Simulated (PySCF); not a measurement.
Computed with CAM-B3LYP-D3(BJ)/def2-TZVP in PySCF. All species are isolated molecules in the gas phase. 

Reference species (SMILES): `Cl[SiH](Cl)Cl` (neutral, multiplicity 1).

LUMO: 1.07 eV
S1 oscillator strength: 0.000
dipole moment: 0.83 D
HOMO: -10.73 eV

Changed species: `Cl[Si](Cl)(Cl)Cl` (0 of 4 Cl replaced by H; the reference has 1 of 4 Cl replaced by H).

Q: What does the change do to the LUMO, S1 oscillator strength, dipole moment and HOMO?

A: the LUMO falls by 0.50 eV, to 0.57 eV; the S1 oscillator strength hardly moves; the dipole moment falls by 0.83 D, to 0.00 D; the HOMO falls by 0.17 eV, to -10.90 eV.
